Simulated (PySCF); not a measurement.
**ethane: adiabatic energies of losing or gaining an electron at several levels**

Structure: `CC` (C2H6).

All levels share the PBE0-D3(BJ)/def2-SVP structures and the PBE0-D3(BJ)/def2-SVP thermal terms; only the single-point energies (PySCF) change. Values are adiabatic energies of losing or gaining an electron (0 K, eV).

```jsonl
{"level": "OPBE/ma-def2-TZVP", "ionisation energy to the radical cation": "10.82", "abs. error": "0.70"}
{"level": "BLYP-D3(BJ)/ma-def2-TZVP", "ionisation energy to the radical cation": "10.82", "abs. error": "0.70"}
{"level": "PBE-D3(BJ)/ma-def2-TZVP", "ionisation energy to the radical cation": "10.84", "abs. error": "0.68"}
{"level": "r2SCAN-D3(BJ)/ma-def2-TZVP (grid 3)", "ionisation energy to the radical cation": "10.98", "abs. error": "0.54"}
{"level": "PBE0-D3(BJ)/aug-cc-pVDZ", "ionisation energy to the radical cation": "11.06", "abs. error": "0.46"}
{"level": "PBE0-D3(BJ)/def2-SVPD", "ionisation energy to the radical cation": "11.09", "abs. error": "0.43"}
{"level": "PBE0-D3(BJ)/aug-cc-pVTZ", "ionisation energy to the radical cation": "11.10", "abs. error": "0.42"}
{"level": "PBE0-D3(BJ)/cc-pVTZ", "ionisation energy to the radical cation": "11.10", "abs. error": "0.42"}
{"level": "PBE0-D3(BJ)/ma-def2-SVP", "ionisation energy to the radical cation": "11.10", "abs. error": "0.42"}
{"level": "PBE0-D3(BJ)/def2-TZVPP", "ionisation energy to the radical cation": "11.10", "abs. error": "0.42"}
{"level": "HSE06/ma-def2-TZVP", "ionisation energy to the radical cation": "11.10", "abs. error": "0.42"}
{"level": "PBE0-D3(BJ)/def2-TZVPD", "ionisation energy to the radical cation": "11.10", "abs. error": "0.42"}
{"level": "PBE0-D3(BJ)/ma-def2-TZVP", "ionisation energy to the radical cation": "11.11", "abs. error": "0.42"}
{"level": "PBE0-D3(BJ)/def2-TZVP", "ionisation energy to the radical cation": "11.11", "abs. error": "0.41"}
{"level": "PBE0-D3(BJ)/pcseg-2", "ionisation energy to the radical cation": "11.11", "abs. error": "0.41"}
{"level": "B97-2/ma-def2-TZVP", "ionisation energy to the radical cation": "11.12", "abs. error": "0.40"}
{"level": "PBE0-D3(BJ)/6-311+G**", "ionisation energy to the radical cation": "11.12", "abs. error": "0.40"}
{"level": "PBE0-D3(BJ)/pcseg-1", "ionisation energy to the radical cation": "11.16", "abs. error": "0.36"}
{"level": "PBE0-D3(BJ)/6-31G*", "ionisation energy to the radical cation": "11.16", "abs. error": "0.36"}
{"level": "PBE0-D3(BJ)/def2-SV(P)", "ionisation energy to the radical cation": "11.19", "abs. error": "0.33"}
{"level": "B3LYP-D3(BJ)/ma-def2-TZVP", "ionisation energy to the radical cation": "11.19", "abs. error": "0.33"}
{"level": "PBE0-D3(BJ)/6-31G", "ionisation energy to the radical cation": "11.20", "abs. error": "0.32"}
{"level": "M06/ma-def2-TZVP (grid 3)", "ionisation energy to the radical cation": "11.21", "abs. error": "0.31"}
{"level": "PBE0-D3(BJ)/6-31+G*", "ionisation energy to the radical cation": "11.21", "abs. error": "0.31"}
{"level": "CAM-B3LYP-D3(BJ)/ma-def2-TZVP", "ionisation energy to the radical cation": "11.29", "abs. error": "0.23"}
{"level": "M06-2X/ma-def2-TZVP (grid 3)", "ionisation energy to the radical cation": "11.37", "abs. error": "0.15"}
{"level": "ωB97M-D3(BJ)/ma-def2-TZVP (grid 3)", "ionisation energy to the radical cation": "11.37", "abs. error": "0.15"}
{"level": "ATcT 1.112", "ionisation energy to the radical cation": "11.52", "abs. error": ""}
```

The spread: 0.55 eV, from 10.82 to 11.37.
